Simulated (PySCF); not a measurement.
# The electron affinity along the halogens

Calculated with PySCF 2.14 from differences of total energies of unrestricted determinants, without spin-orbit coupling. Values in eV. The last column holds reference values (measured affinities from photodetachment; the arrow runs from anion to atom). Unmarked ones compare directly (S terms, centres of terms, or small fine structure); those marked * lie between the lowest fine-structure levels and include a spin-orbit shift.

```
                          element            configurations    UHF    LDA    PBE  r2SCAN  MP2 (valence)  SCS-MP2 (valence)  reference
 F (dyall-av2z, non-relativistic)       [Ne] → [He] 2s2 2p5  1.226  4.154  3.691   3.350          3.539              3.355      3.401
Cl (dyall-av2z, non-relativistic)       [Ar] → [Ne] 3s2 3p5  2.470  3.985  3.712   3.708          3.557              3.462    3.613 *
Br (dyall-av2z, non-relativistic)  [Kr] → [Ar] 3d10 4s2 4p5  2.498  3.826  3.566   3.597          3.396              3.317    3.364 *
 I (dyall-av2z, non-relativistic)  [Xe] → [Kr] 4d10 5s2 5p5  2.500  3.638  3.399   3.444          3.229              3.164    3.059 *
```

The highest occupied level of the anion is positive for F⁻ at LDA, PBE, r2SCAN; Cl⁻ at LDA, PBE, r2SCAN; Br⁻ at PBE, so there the basis helps to hold the electron.

"Valence" correlates the outer s and p shells and, in groups 3 to 12 and the f block, the outer d or f shell, open or full, or the next shell where the ion has no valence electron left; the wider scheme adds the next inner shell.
